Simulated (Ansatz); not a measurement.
Rock-salt TiN, treated with PBEsol in Ansatz (PAW).

Run with plane-wave cutoff 500 eV, 16×16×16 k mesh, Fermi–Dirac smearing 0.05 eV, no spin polarisation, scalar-relativistic PAW data made under PBE.

Computed at the level's own relaxed cell.

**Question.** Give the computed volume per atom and lattice constant a.

**Answer.** 
* **volume per atom**: 9.29 Å³/atom
* **lattice constant a**: 4.204 Å

Measured, for comparison: equilibrium volume per atom 9.52 Å³/atom, lattice constant a 4.239 Å (temperature not stated, not corrected to a static lattice; as tabulated in Zhang et al. (2018), doi:10.1088/1367-2630/aac7f0). Computed (rounded) less measured: equilibrium volume per atom -2.4 %, lattice constant a -0.8 %. A static lattice is as a rule a little smaller and stiffer than an uncorrected measurement, which can account for part of this.

Note: the run has no spin polarisation, so it can have missed a magnetic state.

Computed values are for the static lattice.

It cost about 16 core-seconds (a rough figure) of CPU time.

Ansatz is a quantum-chemistry and plane-wave program.
